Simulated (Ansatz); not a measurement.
# C2H5Cl (built from SMILES CCCl): single points off equilibrium

One table from this session's results is given with a row withheld; the runs are named, their logs left out.

Program: Ansatz 0.2.0, Gaussian basis. Level of theory: single points in def2-TZVPP. These are calculated values, not measurements.

Correlated methods freeze the cores.

### Where the work starts

8 atoms, charge 0, spin multiplicity 1.

Atoms are counted from 1 here; the program's logs count them from 0.

Bond lengths: C2–H3 1.125 Å, C2–H4 0.988 Å, C2–C5 1.503 Å, C5–H6 1.167 Å, C5–H7 0.939 Å. Angles: H3–C2–H4 116.2°, H3–C2–C5 118.0°, H4–C2–C5 116.6°, C2–C5–H6 107.3°, C2–C5–H7 115.4°, H6–C5–H7 115.6°.

Geometry (Å):

```
Cl    0.1029   -1.9073    0.6057
C    -0.0321   -0.2809   -0.6914
H     0.8811   -0.4552   -1.3252
H    -0.9028   -0.3394   -1.1554
C     0.0676    0.7149    0.4301
H    -0.9751    1.2280    0.5330
H     0.8034    1.2969    0.3884
H     0.0803   -0.3534    1.3052
```

Set-up of the first run:

Input file run/in.yaml:

```yaml
crystal:
  periodic: [false, false, false]
  atoms:
    - {symbol: Cl, position_ang: [0.102900, -1.907300, 0.605700]}
    - {symbol: C, position_ang: [-0.032100, -0.280900, -0.691400]}
    - {symbol: H, position_ang: [0.881100, -0.455200, -1.325200]}
    - {symbol: H, position_ang: [-0.902800, -0.339400, -1.155400]}
    - {symbol: C, position_ang: [0.067600, 0.714900, 0.430100]}
    - {symbol: H, position_ang: [-0.975100, 1.228000, 0.533000]}
    - {symbol: H, position_ang: [0.803400, 1.296900, 0.388400]}
    - {symbol: H, position_ang: [0.080300, -0.353400, 1.305200]}
basis:
  gaussian: {orbitals: def2-TZVPP}
correlation: {method: ccsd_t}
output: {forces: true}
```

The command line of these runs was not kept.

Among the steps run: CCSD(T)/def2-TZVPP; PBE0-D4/def2-TZVPP; wB97M-V/def2-TZVPP; r2SCAN-D4/def2-TZVPP; PBE-D4/def2-TZVPP; LC-wPBE/def2-TZVPP; SPW92/def2-TZVPP.

One of the session's tables, all rows but one given; the rest of the session is left out.

```
   method  RMS force component (eV/Å)  angle to CCSD(T) forces (°)  dipole (D)
  CCSD(T)                       3.355                    reference        2.16
  PBE0-D4                           ?                            ?           ?
  wB97M-V                       3.332                          1.7        2.28
r2SCAN-D4                       3.297                          3.2        2.21
   PBE-D4                       3.298                          4.3        2.04
  LC-wPBE                       3.458                          3.0        2.32
    SPW92                       3.376                          6.8        2.01
```

Q: Estimate the row for PBE0-D4 from the others.

As computed: RMS force component (eV/Å): 3.360; angle to CCSD(T) forces (°): 2.8; dipole (D): 2.24. In the column «RMS force component (eV/Å)» it lies between CCSD(T) (3.355) and SPW92 (3.376).
